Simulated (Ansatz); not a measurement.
Molecule (SMILES): [O]N=O, doublet.
Atoms: N1, O2, O3. Bonds: N1-O2, N1-O3.

Basis-set convergence of the optimised N1-O2 bond length at PBE with Ansatz (an electronic-structure program). Cartesian d functions, on some or all atoms, in 6-31+G*; all else is spherical. The program fits the integrals of some runs and decomposes those of others, by size. Open shells are unrestricted. No added dispersion term, no relativity. Reference: the value in def2-QZVPPD, 1.2031 Å, itself unsure by roughly 0.0004 Å (its mean distance from pcseg-3, def2-QZVPP, cc-pVQZ). Deviations are taken from unrounded values.

| basis | functions | optimised N1-O2 bond length (Å) | minus reference (Å) |
|---|---|---|---|
| pcseg-0 | 27 | 1.2672 | 0.0642 |
| pcseg-1 | 42 | 1.2107 | 0.0076 |
| 6-31+G* | 57 | 1.2138 | 0.0107 |
| 6-311+G** | 66 | 1.2057 | 0.0026 |
| aug-cc-pVDZ | 69 | 1.2106 | 0.0075 |
| 6-311++G(2d,2p) | 81 | 1.2070 | 0.0039 |
| pcseg-2 | 90 | 1.2045 | 0.0014 |
| 6-311++G(3df,3pd) | 117 | 1.2028 | -0.0003 |
| jun-cc-pV(T+d)Z | 117 | 1.2044 | 0.0013 |
| aug-cc-pVTZ | 138 | 1.2044 | 0.0013 |
| pcseg-3 | 180 | 1.2033 | 0.0002 |

The smallest set listed that lies within 0.005 Å of the reference with all its larger relatives (same family, alike in diffuse functions; a set with none counts only in the reference's own line) is 6-311+G** (66 functions, 0.0026 Å off).
